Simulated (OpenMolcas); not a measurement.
# CH2BCl (SMILES B[C]Cl): USVWN5/6-311++G(2d,2p)

Aim: the electrostatic solvation energy at fixed shape (PCM, carbontetrachloride) of CH2BCl at USVWN5/6-311++G(2d,2p), from 2 runs. 

The results are computed with OpenMolcas 26.06.

1 further run of the same task is left out (set aside as unsound or not needed).

## Step 1: The structure to begin with

The species is CH2BCl (5 atoms), meant as a triplet with charge 0. SMILES: `B[C]Cl`. The shape is that of a GFN2-xTB optimisation.

Bond lengths: B1–C2 1.474 Å, C2–Cl3 1.628 Å, B1–H4 1.177 Å, B1–H5 1.169 Å. Angles: B1–C2–Cl3 141.8°, C2–B1–H4 120.1°, C2–B1–H5 119.8°, H4–B1–H5 120.1°.

## Step 2: A single-point energy at USVWN5/6-311++G(2d,2p)

input.xyz reads:

```xyz
5

B      0.414180     0.139370    -0.472520
C     -0.487440     0.280880     0.684730
Cl    -1.470630    -0.583120     1.652980
H      0.575730    -0.915570    -0.969770
H      0.968160     1.078440    -0.895430
```

mol.inp reads:

```
* CH2BCl Kohn-Sham DFT
&GATEWAY
BasLib=$CurrDir
Coord=input.xyz
Basis=6-311ppG2d2p
Group=Full
&SEWARD
&SCF
UHF
Spin=3
KSDFT=SVWN5
PrOrbitals=1
```

The basis set 6-311++G(2d,2p) is read from a file made from the Basis Set Exchange's data (not shown).

Started as:

```console
$ export MOLCAS_MEM=1860
$ pymolcas mol.inp > mol.log
```

Standard output:

```text
--- Start Module: gateway ---
[...]
--- Stop Module: gateway /rc=_RC_ALL_IS_WELL_ ---
--- Start Module: seward ---
[...]
      Basis functions          109
--- Stop Module: seward /rc=_RC_ALL_IS_WELL_ ---
[...]
--- Start Module: scf ---
[...]
       Convergence after  20 Iterations
[...]
::    Total KS-DFT energy                            -522.1107018833
[...]
      Total spin, S                                     1.0012219397
[...]
      Dipole Moment (debye):
      Origin of the operator (angstrom)=   -0.8527   -0.2554    0.9824
                   X= -6.6591E-01               Y= -6.0741E-01               Z=  6.5071E-01           Total=  1.1117E+00
      Quadrupole Moment (debye*angstrom):
[...]
--- Stop Module: scf /rc=_RC_ALL_IS_WELL_ ---
[...]
```

Wall time 22 s (1 thread of Arm Neoverse V1, shared host); peak memory 0.64 GiB.

## Step 3: A single-point energy at USVWN5/6-311++G(2d,2p) (PCM carbontetrachloride)

input.xyz is that of step 2.

mol.inp reads:

```
&GATEWAY
BASLIB
$CurrDir
COORD
input.xyz
BASIS
6-311ppG2d2p
GROUP
Full
RF-INPUT
PCM-Model
Solvent=carbontetrachloride
End of RF-Input
&SEWARD
&SCF
UHF
SPIN
3
KSDFT
SVWN5
PRORBITALS
1
```

The basis set 6-311++G(2d,2p) is read from a file made from the Basis Set Exchange's data (not shown).

Started as:

```console
$ export MOLCAS_MEM=1860
$ pymolcas mol.inp > mol.log
```

Standard output:

```text
--- Start Module: gateway ---
[...]
--- Stop Module: gateway /rc=_RC_ALL_IS_WELL_ ---
--- Start Module: seward ---
[...]
      Basis functions          109
--- Stop Module: seward /rc=_RC_ALL_IS_WELL_ ---
[...]
--- Start Module: scf ---
[...]
       Convergence after  19 Iterations
[...]
::    Total KS-DFT energy                            -522.1118444336
[...]
      Total spin, S                                     1.0012189173
[...]
      Dipole Moment (debye):
      Origin of the operator (angstrom)=   -0.8527   -0.2554    0.9824
                   X= -6.5533E-01               Y= -6.7775E-01               Z=  6.1904E-01           Total=  1.1278E+00
      Quadrupole Moment (debye*angstrom):
[...]
--- Stop Module: scf /rc=_RC_ALL_IS_WELL_ ---
[...]
```

Run time: 25 s. Hardware: 1 thread of Arm Neoverse V1, shared host; peak memory 0.64 GiB.

## Step 4: Summary of results

At USVWN5/6-311++G(2d,2p):

| quantity | value |
| --- | --- |
| gas phase: total energy | -522.11070 Eh |
| gas phase: HOMO energy (highest over α and β) | -5.39 eV |
| gas phase: LUMO energy (lowest over α and β) | -5.16 eV |
| gas phase: ⟨S²⟩ | 2.004 |
| PCM, carbontetrachloride: total energy | -522.11184 Eh |
| PCM, carbontetrachloride: HOMO energy (highest over α and β) | -5.31 eV |
| PCM, carbontetrachloride: LUMO energy (lowest over α and β) | -5.07 eV |
| PCM, carbontetrachloride: ⟨S²⟩ | 2.004 |
| energy change from gas to solvent at fixed shape | -0.031 eV |

In words: The solvent model (PCM, carbontetrachloride) lowers the energy by 0.03 eV (−3.0 kJ/mol) at the same shape. It holds the electrostatic part alone, without cavity or dispersion terms.
